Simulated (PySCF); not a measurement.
# BF (SMILES [B]F) at MP2/def2-TZVP

Aim: the vertical ionisation energy of BF at MP2/def2-TZVP, from 2 runs. Input form: a Python script.

The results are computed with PySCF 2.14.0.

### 1 The structure to begin with

The species is BF (2 atoms), meant as a singlet with charge 0. As SMILES, `[B]F`. The shape is that of a PBE0-D4/def2-TZVP optimisation.

Bond lengths: B1–F2 1.263 Å.

### 2 The energy at MP2/def2-TZVP

run.py

```python
from pyscf import gto, mp

mol = gto.Mole()
mol.atom = [
    ('B', (0.000000, -0.000000, -0.009350)),
    ('F', (-0.000000, 0.000000, 1.253740)),
]
mol.basis = 'def2-tzvp'
mol.charge = 0
mol.verbose = 3
mol.max_memory = 1860
mol.build()

hf = mol.RHF()
hf.conv_tol = 1e-10
hf.kernel()
if not hf.converged:
    hf = hf.newton().run(hf.mo_coeff, hf.mo_occ)

pt = mp.MP2(hf, frozen=2).run()
etot = pt.e_tot
print('E(%s) = %.9f' % ('MP2', etot))
```

On the command line:

```
$ OMP_NUM_THREADS=1 python run.py
```

Log:

```text
converged SCF energy = -124.16224461691
E(RMP2) = -124.482023597489  E_corr = -0.319778980578795
E(SCS-RMP2) = -124.477833013484  E_corr = -0.315588396573862
E(MP2) = -124.482023597
```

Run time: 1.3 s. Hardware: 1 thread of Arm Neoverse N1, shared host; peak memory 0.14 GiB.

### 3 The doublet cation at the same level

job.py

```python
from pyscf import gto, scf, mp

molecule = gto.Mole()
molecule.atom = [
    ('B', (0.000000, -0.000000, -0.009350)),
    ('F', (-0.000000, 0.000000, 1.253740)),
]
molecule.max_memory = 1860
molecule.verbose = 3
molecule.basis = 'def2-tzvp'
molecule.charge = 1
molecule.spin = 1
molecule.build()

mf = scf.UHF(molecule)
mf.conv_tol = 1e-10
mf.kernel()
if not mf.converged:
    mf = mf.newton().run(mf.mo_coeff, mf.mo_occ)

pt = mp.MP2(mf, frozen=2).run()
energy = pt.e_tot
print('E(%s) = %.9f' % ('MP2', energy))
```

On the command line:

```
$ OMP_NUM_THREADS=1 python job.py
```

Log:

```text
converged SCF energy = -123.796619796421  <S^2> = 0.75329013  2S+1 = 2.0032874
E(UMP2) = -124.086690064806  E_corr = -0.290070268384581
E(SCS-UMP2) = -124.077680186626  E_corr = -0.281060390204768
E(MP2) = -124.086690065
```

Wall time 1.6 s (1 thread of Arm Neoverse N1, shared host); peak memory 0.13 GiB.

### 4 Summary of results

Level: MP2/def2-TZVP, 2 core orbitals frozen.

```
                                                                  quantity          value
                                                  singlet BF: total energy  -124.48202 Eh
                          singlet BF: dipole moment (Hartree–Fock density)         0.87 D
                           singlet BF: HOMO energy (Hartree–Fock orbitals)      -11.02 eV
                           singlet BF: LUMO energy (Hartree–Fock orbitals)        2.24 eV
                         singlet BF: HOMO–LUMO gap (Hartree–Fock orbitals)       13.26 eV
                   singlet BF: correlation energy (2 core orbitals frozen)     -319.8 mEh
                                              doublet cation: total energy  -124.08669 Eh
doublet cation: HOMO energy (Hartree–Fock orbitals) (highest over α and β)      -24.22 eV
 doublet cation: LUMO energy (Hartree–Fock orbitals) (lowest over α and β)       -9.12 eV
               doublet cation: correlation energy (2 core orbitals frozen)     -290.1 mEh
                         doublet cation: ⟨S²⟩ of the reference determinant          0.753
                        vertical ionisation energy (to the doublet cation)      10.758 eV
```

In words: The vertical ionisation energy comes to 10.76 eV (248 kcal/mol).
